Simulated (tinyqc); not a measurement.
Geometry optimisation on the UHF/sto-3g surface (energies and gradients from PySCF), for CH, spin multiplicity 4, step by step. Computed by tinyqc, a small Python program that keeps every step (integrals from PySCF). Settings: charge = 0, multiplicity = 4, basis = sto-3g, optimiser = bfgs, first Hessian = 0.6, largest step = 0.3, iteration cap = 30. Command: `OMP_NUM_THREADS=1 python tinyqc.py 21207 21208 out.jsonl` (the two numbers bound the seeds that draw the settings). One thread of a shared host (Intel(R) Xeon(R) Processor @ 2.60GHz), about 0.4 s of CPU time with the checks.

## Step 1: energy and gradient

positions at the start (bohr):
```
          x        y        z
1C  0.00000  0.00000  0.00000
2H  0.00000  0.00000  2.19019
```

Self-consistent energy and analytic gradient at these positions.

energy = -37.7868971 hartree

gradient (hartree/bohr):
```
            x          y           z
1C  0.0000000  0.0000000  -0.0616170
2H  0.0000000  0.0000000   0.0616170
```

## Step 1: move

Quasi-Newton step p = -H^(-1) g (first H = 0.6 times the unit matrix); steps longer than 0.3 bohr are cut back.

positions after step 1 (bohr):
```
          x        y        z
1C  0.00000  0.00000  0.10270
2H  0.00000  0.00000  2.08750
```

## Step 2: energy and gradient

As before.

energy = -37.7913569 hartree

gradient (hartree/bohr):
```
            x          y           z
1C  0.0000000  0.0000000   0.0262692
2H  0.0000000  0.0000000  -0.0262692
```

## Step 2: move

inverse Hessian in use (bohr^2/hartree):
```
         1        2        3        4        5        6
1  1.66667  0.00000  0.00000  0.00000  0.00000  0.00000
2  0.00000  1.66667  0.00000  0.00000  0.00000  0.00000
3  0.00000  0.00000  1.41758  0.00000  0.00000  0.24908
4  0.00000  0.00000  0.00000  1.66667  0.00000  0.00000
5  0.00000  0.00000  0.00000  0.00000  1.66667  0.00000
6  0.00000  0.00000  0.24908  0.00000  0.00000  1.41758
```

Quasi-Newton step p = -H^(-1) g (the inverse Hessian comes from BFGS updates; coordinates in the order x, y, z of each atom); steps longer than 0.3 bohr are cut back.

positions after step 2 (bohr):
```
          x        y        z
1C  0.00000  0.00000  0.07200
2H  0.00000  0.00000  2.11819
```

## Step 3: energy and gradient

As before.

energy = -37.7919756 hartree

gradient (hartree/bohr):
```
            x          y           z
1C  0.0000000  0.0000000  -0.0052520
2H  0.0000000  0.0000000   0.0052520
```

## Step 3: move

inverse Hessian in use (bohr^2/hartree):
```
         1        2        3        4        5        6
1  1.66667  0.00000  0.00000  0.00000  0.00000  0.00000
2  0.00000  1.66667  0.00000  0.00000  0.00000  0.00000
3  0.00000  0.00000  1.32024  0.00000  0.00000  0.34643
4  0.00000  0.00000  0.00000  1.66667  0.00000  0.00000
5  0.00000  0.00000  0.00000  0.00000  1.66667  0.00000
6  0.00000  0.00000  0.34643  0.00000  0.00000  1.32024
```

As before.

positions after step 3 (bohr):
```
          x        y        z
1C  0.00000  0.00000  0.07711
2H  0.00000  0.00000  2.11308
```

## Convergence

Stop when the largest gradient component is below 3e-5 hartree/bohr. The inverse Hessian follows the BFGS update with s = step, y = change of gradient.

Course of the optimisation:
```
step  E (hartree)  largest gradient (hartree/bohr)
1     -37.7868971                         6.16e-02
2     -37.7913569                         2.63e-02
3     -37.7919756                         5.25e-03
4     -37.7920044                         3.52e-04
5     -37.7920045                         5.19e-06
```

Final distances (angstrom):
```
pair   distance
2H-1C   1.07700
```

Converged in 5 steps.
